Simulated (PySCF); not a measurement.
Homolysis of single bonds, series vinyl-X. All species are isolated molecules in the gas phase. One relaxed conformer stands for each flexible species; it need not be the lowest. Strings in code marks are SMILES.

Level of theory: CAM-B3LYP-D3(BJ)/def2-TZVP in PySCF. 

| species | dipole moment (D) |
|---|---|
| radical fragment (`[CH3]`) | 0.00 |
| radical fragment (`[Cl]`) | 0.00 |
| whole molecule (`C(=C)N`) | – |
| radical fragment (`C[N]C`) | [?] |
| radical fragment (`O=[C]O` (O–C–O–H torsion 0°)) | – |
| whole molecule (`C=CC=C` (C–C–C–C torsion 180°)) | – |

**Question.** What belongs in the gaps?

**Answer.** 
- radical fragment (`C[N]C`), dipole moment (D): 1.78
